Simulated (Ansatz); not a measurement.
How far each method lies from full CI for CH$_{3}$, quartet

Geometry: that of the CH3, doublet, kept fixed. The doublet lies 11.4 eV lower here.

```xyz
4

C     0.0000    0.0000    0.0000
H     1.0799    0.0140   -0.0003
H    -0.5521    0.9282   -0.0027
H    -0.5278   -0.9423    0.0031
```

Basis cc-pVDZ; Ansatz 0.2.0. Only valence electrons are correlated (noble-gas cores frozen), which leaves 7 electrons in 28 orbitals. R marks a restricted (for open shells ROHF) determinant. Active spaces: valence = (7e, 7o) chosen from the atoms' valence shells.

Full CI is exact within this basis and frozen core; it isn't the basis-set limit.

Coupled cluster chose its determinant by a search with trial CCSD, here up to 0.41 eV above the lowest Hartree–Fock solution of its kind, and MP2 stands on that determinant too.

The determinant has the irrep A2, whose lowest full-CI state lies within 3 meV of the B1 state that serves as the reference; occupations given are those of the former.

The UHF ⟨S²⟩ is 3.758 and the T1 diagnostic (RCCSD) is 0.0172. The largest doubles amplitude (RCCSD) is 0.171.

**Question.** From what is known of these methods and the diagnostics, rank them by the size of their error in total energy against full CI in cc-pVDZ, smallest first (an estimate: the text doesn't fix the numbers).
A. RMP2
B. MRCISD (valence space)
C. RCCSD
D. CASSCF (valence space)
E. RCCSDT(Q)

**Answer.** E (0.04 mEh), C (7.23 mEh), B (10.88 mEh), A (32.82 mEh), D (104.95 mEh).

All errors are against full CI in cc-pVDZ. Within each family the higher level lies nearer, as is usual though not guaranteed.

The full-CI state has the irrep B1 of C2v, in the program's axes (one component, if the state is degenerate).

Natural occupations of full CI about the gap: 1.962 1.879 1.073 0.991 0.914 0.089 0.024 0.013 0.009 0.009; effectively unpaired electrons, Σ n²(2−n)², 3.07.
